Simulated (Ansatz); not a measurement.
in.yaml

```yaml
crystal:
  periodic: [false, false, false]
  atoms:
    - {symbol: Ge, position_ang: [0.000000, 0.000000, 0.000000]}
    - {symbol: Al, position_ang: [0.000000, 0.000000, 6.732000]}
basis:
  gaussian: {orbitals: aug-cc-pVDZ}
magnetization: {spin_polarized: true, initial_magnetization: 3}
correlation: {method: ccsdtq, electrons: outside_noble_gas}
```

```sh
$ ansatz run in.yaml --threads 5 --pin off --events-out ev --progress --plain --max-ram 130560MiB --backend cuda --devices 0, --max-vram 75GiB
```

Log:

```
1104 factors; integrals over basis functions are off by at most 1.7e-7 eV
mean field evaluation 1: about -63050.0443 eV, gradient 7.4e0 eV
mean field evaluation 2: about -63050.0476 eV, gradient 7.4e0 eV
mean field evaluation 4: about -63050.5770 eV, gradient 4.2e0 eV
mean field evaluation 8: about -63049.3717 eV, gradient 9.9e0 eV
mean field evaluation 16: about -63053.3371 eV, gradient 7.3e-2 eV
mean field evaluation 32: about -63051.1407 eV, gradient 1.8e0 eV
mean field evaluation 64: about -63053.3194 eV, gradient 1.2e-6 eV
mean field evaluation 96: about -63053.3291 eV, gradient 2.1e-4 eV
mean field evaluation 128: about -63053.3288 eV, gradient 4.2e-3 eV
mean field evaluation 160: about -63053.3314 eV, gradient 3.0e-2 eV
...
mean field -63053.33731135 eV, -2317.1674071052 hartree, gradient 1.5e-9 eV, S^2 3.778870; 36 other end points of the search recorded, 0 dependent functions left out
determinant -63053.33731135 eV, -2317.1674071052 hartree, with singles and doubles -63056.22478747 eV, -2317.2735198954 hartree
determinant -63053.32912026 eV, -2317.1671060882 hartree, with singles and doubles -63056.21520293 eV, -2317.2731676699 hartree
determinant -63053.32631506 eV, -2317.1670029987 hartree, with singles and doubles -63056.21317357 eV, -2317.2730930924 hartree
determinant -63053.31936994 eV, -2317.1667477703 hartree, with singles and doubles -63056.20637957 eV, -2317.2728434175 hartree
determinant -63053.31813974 eV, -2317.1667025612 hartree, with singles and doubles -63056.20658725 eV, -2317.2728510495 hartree
determinant -63051.14428415 eV, -2317.0868148418 hartree, with singles and doubles -63054.99221388 eV, -2317.2282236514 hartree
determinant -63050.80882638 eV, -2317.0744869964 hartree, with singles and doubles -63053.76774440 eV, -2317.1832252279 hartree
determinant -63050.54629811 eV, -2317.0648392601 hartree, with singles and doubles -63052.47907595 eV, -2317.1358675359 hartree
determinant -63050.54620517 eV, -2317.0648358449 hartree, with singles and doubles -63052.48059608 eV, -2317.1359233998 hartree
determinant -63050.54617334 eV, -2317.0648346750 hartree, with singles and doubles -63052.48053646 eV, -2317.1359212084 hartree
determinant -63050.53954749 eV, -2317.0645911797 hartree, with singles and doubles -63052.47472635 eV, -2317.1357076908 hartree
determinant -63050.53826554 eV, -2317.0645440688 hartree, with singles and doubles -63052.47198237 eV, -2317.1356068515 hartree
determinant -63050.53562799 eV, -2317.0644471407 hartree, with singles and doubles -63052.47009970 eV, -2317.1355376647 hartree
determinant -63050.24018162 eV, -2317.0535896868 hartree, with singles and doubles -63053.06612444 eV, -2317.1574411700 hartree
determinant -63050.09898963 eV, -2317.0484009770 hartree, with singles and doubles -63051.96000621 eV, -2317.1167920746 hartree
determinant -63053.33731135 eV, -2317.1674071052 hartree, with singles and doubles -63056.21377118 eV, -2317.2731150540 hartree
determinant -63053.32912026 eV, -2317.1671060882 hartree, with singles and doubles -63056.20555742 eV, -2317.2728132038 hartree
determinant -63053.32631506 eV, -2317.1670029987 hartree, with singles and doubles -63056.20308220 eV, -2317.2727222413 hartree
determinant -63053.31936994 eV, -2317.1667477703 hartree, with singles and doubles -63056.19628807 eV, -2317.2724725615 hartree
determinant -63053.31813974 eV, -2317.1667025612 hartree, with singles and doubles -63056.19716983 eV, -2317.2725049657 hartree
19 core orbitals not correlated: weight in the atoms' cores, before any rotation towards them, 1.000 or more for the frozen orbitals, at most 0.000 for the correlated occupied ones
reference -63053.33731135 eV, -2317.1674071052 hartree; 5, 2 occupied and 39, 42 virtual orbitals, 1104 factors
second order -1.97351162 eV of doubles, -0.00000000 eV of singles
...
cycle  33  -2.94792592 eV  change   -1.2e-6 eV  update   4.4e-5
cycle  34  -2.94792823 eV  change   -2.3e-6 eV  update   2.6e-5
cycle  35  -2.94792965 eV  change   -1.4e-6 eV  update   4.3e-6
cycle  36  -2.94793012 eV  change   -4.7e-7 eV  update   3.9e-5
cycle  37  -2.94793026 eV  change   -1.3e-7 eV  update   2.4e-5
cycle  38  -2.94793032 eV  change   -6.5e-8 eV  update   1.9e-5
cycle  39  -2.94793031 eV  change    1.3e-8 eV  update   1.2e-5
cycle  40  -2.94793038 eV  change   -6.9e-8 eV  update   9.9e-6
cycle  41  -2.94793031 eV  change    6.8e-8 eV  update   2.2e-6
cycle  42  -2.94793033 eV  change   -1.6e-8 eV  update   2.8e-7
Total energy: -63056.28524168 eV, -2317.2757415465 hartree
```

Ran on 5 threads of AMD EPYC 7R13 with a whole H100 80 GB, shared host: 32 s wall, 0.91 GiB peak host memory.
